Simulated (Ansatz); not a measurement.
We consider hcp Lu, described by PBEsol+SOC in Ansatz (PAW).

Run with plane-wave cutoff 520 eV, 18×18×10 k mesh (along the axes of the cell as run), Fermi–Dirac smearing 0.05 eV, PAW data made under PBE.

Shape and atoms are relaxed at each volume.

Pressure at four volumes; x = ln(V/27.275 Å³). One pressure is withheld.

```json
[
 {"V (Å³/atom)": "26.184", "x": "-0.0408", "P (GPa)": "2.20"},
 {"V (Å³/atom)": "27.275", "x": "0.0000", "P (GPa)": "0.00"},
 {"V (Å³/atom)": "27.821", "x": "0.0198", "P (GPa)": "-0.97"},
 {"V (Å³/atom)": "28.366", "x": "0.0392", "P (GPa)": "?"}
]
```

Question: Pass a parabola P(x) through the three rows shown, estimate the bulk modulus and its pressure derivative near zero pressure, and predict the withheld pressure.

Answer: Slopes between the rows: (0.00 − (2.20))/(0.0000 − (-0.0408)) = -53.92 and (-0.97 − (0.00))/(0.0198 − (0.0000)) = -48.99 GPa. Their difference over the span 0.0606 is c = 4.93/0.0606 = 81.4 GPa, so P(x) = 2.20 + (-53.92)(x − (-0.0408)) + 81.4 (x − (-0.0408))(x − (0.0000)). At the middle row B = −dP/dx = −[-53.92 + 81.4 × 0.0408] = 50.6 GPa, and B′ = dB/dP = 2c/B = 3.2. At x = 0.0392 the parabola gives -1.86 GPa; the run gives -1.85 GPa. The Birch–Murnaghan fit to the energies at all volumes has B0 = 50.4 GPa and B′ = 3.4.

Measured, for comparison: bulk modulus 47.6 GPa (room temperature, not corrected to a static lattice; as tabulated in Wikipedia's data pages). Computed less measured: bulk modulus +6 %. A static lattice is as a rule a little smaller and stiffer than an uncorrected measurement, which can account for part of this in the bulk modulus.

Ansatz is a first-principles code.
